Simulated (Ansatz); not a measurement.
`CC(F)C(=N)O` → 3 C• + F• + 6 H• + N• + O•  (atomization)

Computed with Ansatz on PBE0-D4/def2-TZVP structures; ΔE is electronic, products minus reactants. CCSD(T)/CBS adds triple-zeta CCSD(T) − MP2 to the extrapolated MP2 energy (def2 sets, frozen cores). This one scheme is used for every species, atoms too. Functionals use def2-TZVPP. B3LYP here is the variant with VWN-RPA as its local correlation; programs differ in this. Open shells (•) are unrestricted, without spin–orbit coupling. Spin–orbit coupling would lower the free atoms: a little for C, F, O. One conformer a species, not always the lowest.

| level | ΔE (kcal/mol) |
| --- | --- |
| PBE-D4 | 1199.3 |
| PBE0-D4 | 1166.0 |
| B3LYP-D4 | 1159.3 |
| ωB97M-V | 1163.4 |
| r2SCAN | 1160.0 |
| HF/def2-TZVPP | 805.1 |
| MP2/def2-TZVPP | 1152.6 |
| MP2/CBS(def2) | 1184.5 |

(1) What does CCSD(T)/CBS give? (An estimate is asked.)

Largest T1 diagnostic among the species: 0.013.

Results:

(1) Computed: +1157.1 kcal/mol. The listed levels differ from it by 42.2, 8.9, 2.2, 6.3, 2.9, -352.0, -4.5, 27.4 kcal/mol.

The D4 term adds +8.0 kcal/mol with B3LYP and +4.2 kcal/mol with PBE0; it sums over pairs of atoms, weighted by their polarisabilities, and B3LYP, whose exchange is more repulsive, gets the larger term. In def2-TZVPP, CCSD(T) changes the Hartree–Fock value by +320.1 kcal/mol (the triples alone add +21.0 kcal/mol) and MP2 by +347.5 kcal/mol; breaking electron pairs costs correlation energy, which Hartree–Fock lacks. From PBE to PBE0 (25 % exact exchange), in def2-TZVPP and without D4, ΔE moves by −32.4 kcal/mol: exact exchange takes away binding that semilocal exchange gives to molecules.

For atomizations the MP2-based limit and the directly extrapolated one differ by several kJ/mol either way, and by 10 to 25 for some Ge, Se and Sn compounds, so smaller differences from it don't rank the levels.
